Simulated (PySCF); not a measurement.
`C=CS(=O)(=O)[O-]`: 4 charge schemes on one density

Compound: C₂H₃O₃S (charge -1).
Cartesian coordinates in Å at the GFN2-xTB level; atoms count from 1:
```
atom  x, y, z in Å
C1     1.4167   -0.0654    0.3778
C2     0.4597   -0.2211   -0.5046
S3    -1.2558    0.1533   -0.0450
O4    -1.2089    0.6023    1.3448
O5    -1.9532   -1.1193   -0.2384
O6    -1.6505    1.1947   -0.9954
H7     2.4674   -0.2617    0.1929
H8     1.1450    0.2837    1.3606
H9     0.5931   -0.5606   -1.5179
```

Density: PBE0/pcSseg-1 (PySCF); schemes: Mulliken, IAO, Hirshfeld and ESP-fitted. Geometry: GFN2-xTB; no solvent, vibrations or thermal averaging. The pcSseg-1 basis has no diffuse functions, a weakness for an anion.

Question: Give the atomic charges in each scheme.

Answer: In e:

| atom | environment | Mulliken | IAO | Hirshfeld | ESP-fitted |
| --- | --- | --- | --- | --- | --- |
| C1 | terminal =CH2 carbon | -0.167 | -0.338 | -0.138 | -0.375 |
| C2 | alkene CH carbon | -0.393 | -0.377 | -0.087 | -0.281 |
| S3 | sulfonyl sulfur | +1.200 | +2.204 | +0.429 | +1.228 |
| O4 | oxygen bonded to S | -0.640 | -0.972 | -0.411 | -0.659 |
| O5 | oxygen bonded to S | -0.647 | -0.971 | -0.437 | -0.682 |
| O6 | oxygen bonded to S | -0.647 | -0.971 | -0.437 | -0.682 |
| H7 | vinylic hydrogen | +0.075 | +0.119 | +0.022 | +0.130 |
| H8 | vinylic hydrogen | +0.122 | +0.161 | +0.024 | +0.163 |
| H9 | vinylic hydrogen | +0.095 | +0.145 | +0.034 | +0.159 |

Mean size of the charges over all atoms: IAO 0.695 e, ESP-fitted 0.484 e, Mulliken 0.443 e, Hirshfeld 0.224 e. Each set sums to the total charge, -1, to within 0.001 e. The ESP scheme is a least-squares fit of atom-centred charges to the potential on four shells outside the van der Waals surface, with the total charge fixed. The Mulliken scheme counts on each atom the diagonal of the density matrix times the overlap matrix over that atom's basis functions.

Lowest charge. All schemes pick atoms of one kind: Mulliken O5 and O6 (-0.647); IAO O4 (-0.972); Hirshfeld O5 and O6 (-0.437); ESP-fitted O5 and O6 (-0.682).

Highest charge. All schemes agree: Mulliken S3 (+1.200); IAO S3 (+2.204); Hirshfeld S3 (+0.429); ESP-fitted S3 (+1.228).

Question: Sum the charges by element, for elements with more than one atom.

Answer: 
```
element  atoms  Mulliken     IAO  Hirshfeld  ESP-fitted
      C      2    -0.560  -0.715     -0.225      -0.656
      O      3    -1.933  -2.913     -1.284      -2.024
      H      3    +0.293  +0.424     +0.080      +0.452
```

Question: How many electrons does the Mulliken scheme count on S3?

Answer: Z − q = 16 − (+1.200) = 14.800.
